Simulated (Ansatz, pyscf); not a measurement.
H₂C=CH–F → H₃C–C:–F [singlet], a hydrogen shift on the singlet surface: C–H broken, C–H formed. Structures and frequencies: ωB97X-D3(BJ)/def2-SVP in PySCF. Wave-function energies: Ansatz (an electronic-structure program), frozen core, RHF or UHF references. In kcal/mol, from the reactant's lowest minimum found.

Cost: rough CPU time of the saddle's run relative to CCSD(T)/cc-pV(D+d)Z, from one job on a shared machine, with the HF step and its search for lower states.

```
level                   barrier  reaction energy  cost
----------------------  -------  ---------------  ----
PBE0-D3(BJ)/def2-TZVP     69.31           +53.92     –
ωB97M-D3(BJ)/def2-TZVP    68.36           +50.84     –
CCSD(T)/cc-pV(D+d)Z       70.90           +51.18     1
CCSDT(Q)/cc-pV(D+d)Z      70.78           +51.07    87
CCSD(T)/cc-pV(T+d)Z       71.07           +52.57    10
CCSD(T)/cc-pV(Q+d)Z       70.88           +52.95     –
```

In cc-pV(D+d)Z, going from CCSD(T) to CCSDT(Q) shifts the barrier by -0.13 and the reaction energy by -0.11 kcal/mol. With HF in the quadruple-zeta basis and the correlation energy extrapolated as X⁻³ from X = 3, 4, CCSD(T) gives 70.82 and +53.17; adding the double-zeta shift gives ΔE‡ = 70.69 and ΔE = +53.06 kcal/mol, without core correlation, relativity or geometry relaxation at these levels. One saddle was located; it need not be the lowest between these sides.
